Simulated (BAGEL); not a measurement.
# A workflow on CH8BN (SMILES [BH3-][NH2+]C)

We compute a single-point energy (HF/def2-SV(P)), then the energy (NEVPT2(2,2)/def2-SV(P)), then the energy (CASPT2(2,2)/def2-SV(P)) of CH8BN. 

Program for the calculation: BAGEL 1.2.2.

2 further runs of the same task are left out: 2 set aside as unsound or not needed.

**1. The structure to begin with**

CH8BN: 11 atoms, total charge 0, spin state singlet. As SMILES, `[BH3-][NH2+]C`. The N2–H8 distance was set to 1.371 Å, away from the relaxed value.

Bond lengths: B1–N2 1.626 Å, N2–C3 1.469 Å, B1–H4 1.214 Å, B1–H5 1.214 Å, B1–H6 1.214 Å, N2–H7 1.016 Å, C3–H9 1.089 Å, C3–H10 1.089 Å, C3–H11 1.092 Å. Some angles: B1–N2–C3 114.0°, B1–N2–H7 108.2°, C3–N2–H7 109.9°, N2–B1–H4 105.5°, N2–B1–H5 105.4°, N2–B1–H6 105.4°, N2–C3–H9 108.2°, N2–C3–H10 108.2°, N2–C3–H11 111.8°, H4–B1–H5 113.2°.

**2. The energy at HF/def2-SV(P) (density fitting with svp-jkfit) (run 1)**

File input.json:

```json
{ "bagel" : [

{
  "title" : "molecule",
  "basis" : "def2-sv_p_.json",
  "df_basis" : "svp-jkfit",
  "angstrom" : true,
  "geometry" : [
    { "atom" : "B", "xyz" : [   -0.698363,    1.237540,    0.054170 ] },
    { "atom" : "N", "xyz" : [   -0.219463,   -0.291960,    0.330070 ] },
    { "atom" : "C", "xyz" : [    1.237837,   -0.455560,    0.414470 ] },
    { "atom" : "H", "xyz" : [   -1.910863,    1.196540,    0.013870 ] },
    { "atom" : "H", "xyz" : [   -0.195063,    1.547240,   -1.006430 ] },
    { "atom" : "H", "xyz" : [   -0.272863,    1.883040,    0.990470 ] },
    { "atom" : "H", "xyz" : [   -0.653463,   -0.609660,    1.191570 ] },
    { "atom" : "H", "xyz" : [   -0.721000,   -1.084700,   -0.669900 ] },
    { "atom" : "H", "xyz" : [    1.605737,    0.181440,    1.216870 ] },
    { "atom" : "H", "xyz" : [    1.673537,   -0.111560,   -0.522030 ] },
    { "atom" : "H", "xyz" : [    1.519837,   -1.493860,    0.600370 ] }
  ]
},
{ "title" : "hf", "charge" : 0 },
{ "title" : "print", "file" : "orbitals.molden", "orbitals" : true }

]}
```

The basis set def2-SV(P) is read from a file made from the Basis Set Exchange's data (not shown).

Launch:

```
BAGEL_NUM_THREADS=1 BAGEL input.json > input.out
```

Output:

```text
* using 1 threads per process

  ===============================================================
  ===============================================================

  *** Geometry ***

  { "atom" : "B", "xyz" : [     -1.319715,      2.338612,      0.102366 ] },
  { "atom" : "N", "xyz" : [     -0.414725,     -0.551724,      0.623742 ] },
  { "atom" : "C", "xyz" : [      2.339173,     -0.860884,      0.783235 ] },
  { "atom" : "H", "xyz" : [     -3.611008,      2.261133,      0.026211 ] },
  { "atom" : "H", "xyz" : [     -0.368616,      2.923860,     -1.901877 ] },
  { "atom" : "H", "xyz" : [     -0.515636,      3.558430,      1.871717 ] },
  { "atom" : "H", "xyz" : [     -1.234866,     -1.152090,      2.251741 ] },
  { "atom" : "H", "xyz" : [     -1.362493,     -2.049786,     -1.265928 ] },
  { "atom" : "H", "xyz" : [      3.034403,      0.342872,      2.299551 ] },
  { "atom" : "H", "xyz" : [      3.162527,     -0.210818,     -0.986494 ] },
  { "atom" : "H", "xyz" : [      2.872076,     -2.822986,      1.134535 ] },

  Number of auxiliary basis functions:      371

  Since a DF basis is specified, we compute 2- and 3-index integrals:
    o Being stored without compression. Storage requirement is 0.010 GB

  Number of basis functions:       58
  Number of electrons      :       26

    * METHOD: MOLECULE                             0.28

  *** RHF ***

  === Nuclear Repulsion ===
    81.1229026099

      * DIIS with orbital gradients will be used.

  === RHF iteration (def2-sv_p_.json) ===
      0       -121.33554782          0.01995028           0.04
      1       -121.45251780          0.00924335           0.05
      2       -121.47319409          0.00267253           0.04
      3       -121.47532378          0.00063099           0.03
      4       -121.47546665          0.00014553           0.03
      5       -121.47547938          0.00004064           0.03
      6       -121.47548033          0.00001494           0.03
      7       -121.47548044          0.00000218           0.04
      8       -121.47548044          0.00000038           0.04
      9       -121.47548044          0.00000011           0.04
     10       -121.47548044          0.00000003           0.04
     11       -121.47548044          0.00000001           0.04
     12       -121.47548044          0.00000000           0.04
    * SCF iteration converged.

    * Permanent dipole moment:
           (   -0.751026,     2.145937,    -0.315715) a.u.

    * METHOD: HF                                   0.71

    * METHOD: PRINT                                0.02

  ===============================================================
```

It took 1.3 s on 1 thread of Intel Xeon Platinum 8259CL at 2.50GHz (Skylake/Cascade Lake), shared host; peak memory 0.15 GiB.

**3. A single-point energy at NEVPT2(2,2)/def2-SV(P) (density fitting with svp-jkfit) (run 2)**

File input.json:

```json
{ "bagel": [

{
  "title": "molecule",
  "basis": "def2-sv_p_.json",
  "df_basis": "svp-jkfit",
  "angstrom": true,
  "geometry": [
    { "atom": "B", "xyz": [   -0.698363,    1.237540,    0.054170 ] },
    { "atom": "N", "xyz": [   -0.219463,   -0.291960,    0.330070 ] },
    { "atom": "C", "xyz": [    1.237837,   -0.455560,    0.414470 ] },
    { "atom": "H", "xyz": [   -1.910863,    1.196540,    0.013870 ] },
    { "atom": "H", "xyz": [   -0.195063,    1.547240,   -1.006430 ] },
    { "atom": "H", "xyz": [   -0.272863,    1.883040,    0.990470 ] },
    { "atom": "H", "xyz": [   -0.653463,   -0.609660,    1.191570 ] },
    { "atom": "H", "xyz": [   -0.721000,   -1.084700,   -0.669900 ] },
    { "atom": "H", "xyz": [    1.605737,    0.181440,    1.216870 ] },
    { "atom": "H", "xyz": [    1.673537,   -0.111560,   -0.522030 ] },
    { "atom": "H", "xyz": [    1.519837,   -1.493860,    0.600370 ] }
  ]
},
{
  "title": "hf"
},
{
  "title": "casscf",
  "nstate": 1,
  "nact": 2,
  "nclosed": 12,
  "active": [7, 14],
  "maxiter": 200,
  "natocc": true
},
{
  "title": "nevpt2",
  "nstate": 1,
  "nact": 2,
  "nclosed": 12,
  "active": [7, 14],
  "maxiter": 200,
  "natocc": true,
  "ncore": 3
},
{
  "title": "print",
  "file": "orbitals.molden",
  "orbitals": true
}

]}
```

The basis set def2-SV(P) is read from a file made from the Basis Set Exchange's data (not shown).

Launch:

```
BAGEL_NUM_THREADS=1 BAGEL input.json > input.out
```

Output:

```text
* using 1 threads per process

  ===============================================================
  ===============================================================

  *** Geometry ***

  { "atom" : "B", "xyz" : [     -1.319715,      2.338612,      0.102366 ] },
  { "atom" : "N", "xyz" : [     -0.414725,     -0.551724,      0.623742 ] },
  { "atom" : "C", "xyz" : [      2.339173,     -0.860884,      0.783235 ] },
[... 7 lines of this table left out ...]
  { "atom" : "H", "xyz" : [      2.872076,     -2.822986,      1.134535 ] },

  Number of auxiliary basis functions:      371

  Since a DF basis is specified, we compute 2- and 3-index integrals:
    o Being stored without compression. Storage requirement is 0.010 GB

  Number of basis functions:       58
  Number of electrons      :       26

    * METHOD: MOLECULE                             0.21

  *** RHF ***

  === Nuclear Repulsion ===
    81.1229026099

      * DIIS with orbital gradients will be used.

  === RHF iteration (def2-sv_p_.json) ===
      0       -121.33554782          0.01995028           0.03
      1       -121.45251780          0.00924335           0.03
      2       -121.47319409          0.00267253           0.03
[... 9 lines of this table left out ...]
     12       -121.47548044          0.00000000           0.04
    * SCF iteration converged.

    * Permanent dipole moment:
           (   -0.751026,     2.145937,    -0.315715) a.u.

    * METHOD: HF                                   0.60

  ---------------------------
      CASSCF calculation
  ---------------------------

    ==== Active orbitals : =====
         Orbital 7
         Orbital 14
    ============================

    * nstate   :      1
    * nclosed  :     12
    * nact     :      2
    * nvirt    :     44
  === CASSCF iteration (def2-sv_p_.json) ===

    * Using the second-order algorithm

      0  0      -121.47618941     2.65e-04      0.02

      1  0      -121.49790502     2.75e-03      0.24
[... 21 lines of this table left out ...]
     12  0      -121.50909598     5.36e-09      0.17

    * Second-order optimization converged. *

     guess   0:   closed 1.                   open ..

  === FCI iteration ===

      0  0      -121.47452666     9.54e-02      0.00
      1  0      -121.50894021     5.25e-03      0.00
      2  0 *    -121.50909598     5.24e-16      0.00

     * ci vector, state   0, <S^2> = 0.0000
       2.     0.9839609971
       .2    -0.1783837331

    * METHOD: CASSCF                               2.91

    * freezing 3 orbitals

  === DF-NEVPT2 calculation ===

    * 3-index integral transformation done
    * assembly done

      NEVPT2 correlation energy:   -0.3629132714      0.14

          (+0)     -0.2968309396
          (+0)'    -0.0250817753
          (+1)     -0.0068979326
          (+1)'    -0.0000000000
          (+2)     -0.0003597446
          (-1)     -0.0303358232
          (-1)'     0.0000000000
          (-2)     -0.0034070562

      NEVPT2 total energy:       -121.8720092556

    * METHOD: NEVPT2                               0.24

    * METHOD: PRINT                                0.02

  ===============================================================
```

Wall time 4.2 s (1 thread of Intel Xeon Platinum 8259CL at 2.50GHz (Skylake/Cascade Lake), shared host); peak memory 0.15 GiB.

**4. The energy at CASPT2(2,2)/def2-SV(P) (density fitting with svp-jkfit) (run 3)**

File job.json:

```json
{ "bagel" : [

{
  "title" : "molecule",
  "basis" : "def2-sv_p_.json",
  "df_basis" : "svp-jkfit",
  "angstrom" : true,
  "geometry" : [
    { "atom" : "B", "xyz" : [   -0.698363,    1.237540,    0.054170 ] },
    { "atom" : "N", "xyz" : [   -0.219463,   -0.291960,    0.330070 ] },
    { "atom" : "C", "xyz" : [    1.237837,   -0.455560,    0.414470 ] },
    { "atom" : "H", "xyz" : [   -1.910863,    1.196540,    0.013870 ] },
    { "atom" : "H", "xyz" : [   -0.195063,    1.547240,   -1.006430 ] },
    { "atom" : "H", "xyz" : [   -0.272863,    1.883040,    0.990470 ] },
    { "atom" : "H", "xyz" : [   -0.653463,   -0.609660,    1.191570 ] },
    { "atom" : "H", "xyz" : [   -0.721000,   -1.084700,   -0.669900 ] },
    { "atom" : "H", "xyz" : [    1.605737,    0.181440,    1.216870 ] },
    { "atom" : "H", "xyz" : [    1.673537,   -0.111560,   -0.522030 ] },
    { "atom" : "H", "xyz" : [    1.519837,   -1.493860,    0.600370 ] }
  ]
},
{ "title" : "hf" },
{ "title" : "casscf", "nstate" : 1, "nact" : 2, "nclosed" : 12, "active" : [7, 14], "maxiter" : 200, "natocc" : true },
{ "title" : "print", "file" : "orbitals.molden", "orbitals" : true },
{ "title" : "smith", "method" : "caspt2", "ms" : true, "xms" : true, "sssr" : true, "shift" : 0.2, "shift_imag" : true, "ncore" : 3 }

]}
```

The basis set def2-SV(P) is read from a file made from the Basis Set Exchange's data (not shown).

Launch:

```
BAGEL_NUM_THREADS=1 BAGEL job.json > job.out
```

Output:

```text
* using 1 threads per process

  ===============================================================
  ===============================================================

  *** Geometry ***

  { "atom" : "B", "xyz" : [     -1.319715,      2.338612,      0.102366 ] },
  { "atom" : "N", "xyz" : [     -0.414725,     -0.551724,      0.623742 ] },
  { "atom" : "C", "xyz" : [      2.339173,     -0.860884,      0.783235 ] },
[... 7 lines of this table left out ...]
  { "atom" : "H", "xyz" : [      2.872076,     -2.822986,      1.134535 ] },

  Number of auxiliary basis functions:      371

  Since a DF basis is specified, we compute 2- and 3-index integrals:
    o Being stored without compression. Storage requirement is 0.010 GB

  Number of basis functions:       58
  Number of electrons      :       26

    * METHOD: MOLECULE                             0.25

  *** RHF ***

  === Nuclear Repulsion ===
    81.1229026099

      * DIIS with orbital gradients will be used.

[... 6 lines left out ...]
    * SCF iteration converged.
[... 1 line left out ...]
    * Permanent dipole moment:
[... 27 lines left out ...]
    * Second-order optimization converged. *
[... 9 lines left out ...]
     * ci vector, state   0, <S^2> = 0.0000
[... 16 lines left out ...]
    * Zeroth order energy : state  0       -1.1446727480
[... 3 lines left out ...]
      -------------------------------------------  CASPT2 iteration  ---------------------------------------------------
       #      aibj      arbs      arbi      airj      risj      airs      arst      rist         Etot      error   time
      ------------------------------------------------------------------------------------------------------------------

       0  -0.29607  -0.00404  -0.03101  -0.00713  -0.00049  -0.02238  -0.00000  -0.00000   -0.3611127  0.0019829   0.08
       1  -0.29626  -0.00407  -0.03115  -0.00724  -0.00052  -0.02281  -0.00000  -0.00000   -0.3620601  0.0003033   0.07
       2  -0.29629  -0.00407  -0.03113  -0.00724  -0.00052  -0.02283  -0.00000  -0.00000   -0.3620883  0.0000647   0.07
       3  -0.29629  -0.00407  -0.03113  -0.00724  -0.00052  -0.02284  -0.00000  -0.00000   -0.3620893  0.0000144   0.07
       4  -0.29628  -0.00408  -0.03113  -0.00724  -0.00052  -0.02284   0.00000  -0.00000   -0.3620894  0.0000034   0.07
       5  -0.29628  -0.00408  -0.03113  -0.00724  -0.00052  -0.02284  -0.00000  -0.00000   -0.3620894  0.0000007   0.08

      ------------------------------------------------------------------------------------------------------------------

    * CASPT2 energy : state  0     -121.8730737197
        w/o shift correction       -121.8711853661
        reference weight              0.8903578659

    * METHOD: SMITH                                0.60

  ===============================================================
```

Wall time 4.8 s (1 thread of Intel Xeon Platinum 8259CL at 2.50GHz (Skylake/Cascade Lake), shared host); peak memory 0.15 GiB.

**5. Outcome**

```
                                   quantity          value
         run 1, HF/def2-SV(P): total energy  -121.47548 Eh
        run 1, HF/def2-SV(P): dipole moment         5.83 D
          run 1, HF/def2-SV(P): HOMO energy      -10.97 eV
          run 1, HF/def2-SV(P): LUMO energy        2.53 eV
        run 1, HF/def2-SV(P): HOMO–LUMO gap       13.49 eV
run 2, NEVPT2(2,2)/def2-SV(P): total energy  -121.87201 Eh
run 3, CASPT2(2,2)/def2-SV(P): total energy  -121.87307 Eh
```
